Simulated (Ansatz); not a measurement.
Two shapes of singlet CH3NO.

Shape 1:

```xyz
6

C     0.0000   -0.4117   -0.0523
O     0.0000   -0.3905    1.1538
N     0.0000    0.6799   -0.8543
H     0.0000   -1.3629   -0.6417
H     0.0000    0.5969   -1.8606
H     0.0000    1.6013   -0.4339
```

Shape 2:

```xyz
6

C    -0.0267   -0.4249   -0.0925
O    -0.0146   -0.4268    1.1850
N     0.0484    0.6680   -0.8578
H     0.0499   -1.3602   -0.6420
H    -0.0239    0.5722   -1.8969
H    -0.0421    1.6132   -0.4096
```

Basis set: cc-pVDZ (spherical functions). Frozen core: 3 orbitals. Charge 0, multiplicity 1.

Computed with Ansatz (development build ahead of 0.2.0); each method stands on the lowest determinant of its kind that the runs found.

Problem. Which shape is lower in energy, and by how much in each method?

Solution.

| method | E(2) − E(1) (eV) |
| --- | --- |
| RHF | 0.414 |
| RHF-MP2 | 0.208 |

Shape 1 is lower.
